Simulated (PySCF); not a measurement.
Species: C2H4.
SMILES: `C=C`

The closed-shell ground state was solved at several levels (PySCF, density fitting, gas phase, non-relativistic). Isolated species at its PBE0-D3(BJ)/def2-TZVP geometry, gas phase. The dipole stays under 0.02 D at every level.

| level | basis functions | HOMO (eV) | LUMO (eV) | gap (eV) |
| --- | --- | --- | --- | --- |
| PBE0/pcSseg-2 | 128 | -7.93 | 0.06 | 7.99 |
| wB97X-D/aug-cc-pVTZ | 184 | -9.80 | 0.95 | 10.75 |
| KT3/pcSseg-2 | 128 | -6.75 | -0.91 | 5.84 |
| CAM-B3LYP/aug-cc-pVTZ | 184 | -9.29 | 0.39 | 9.68 |
| PBE0/pcJ-2 | 198 | -7.93 | 0.06 | 7.99 |
| B97-2/pcJ-2 | 198 | -7.65 | 0.01 | 7.66 |
| wB97X-D/pcSseg-2 | 128 | -9.82 | 1.90 | 11.72 |
| PBE0/aug-cc-pVTZ | 184 | -7.92 | -0.03 | 7.89 |
| B97-2/pcSseg-2 | 128 | -7.65 | 0.01 | 7.66 |

**Question.** Estimate the row for B3LYP/pcJ-2, a basis of 198 functions; the other rows only guide the guess.

**Answer.** HOMO -7.69 eV, LUMO -0.21 eV, gap 7.48 eV.

**Question.** Over all these levels, which gives the widest orbital gap and which the narrowest?

**Answer.** wB97X-D/pcSseg-2 (range-separated hybrid) has the widest, 11.72 eV, and KT3/pcSseg-2 (GGA) the narrowest, 5.84 eV. The two share the basis. From the narrowest to the widest the HOMO moves by -3.07 eV and the LUMO by +2.81 eV.

**Question.** How much does the basis alone move the frontier levels among the 3 PBE0 rows?

**Answer.** The HOMO by 0.01 eV and the LUMO by 0.09 eV. By rising basis size (HOMO, LUMO in eV): pcSseg-2 -7.93, 0.06; aug-cc-pVTZ -7.92, -0.03; pcJ-2 -7.93, 0.06.

**Question.** In the pcSseg-2 basis, how does the gap go with the fixed share of exact exchange?

**Answer.** KT3 (0 %) 5.84 eV; B97-2 (21 %) 7.66 eV; PBE0 (25 %) 7.99 eV. Each rise in the share widens the gap here.
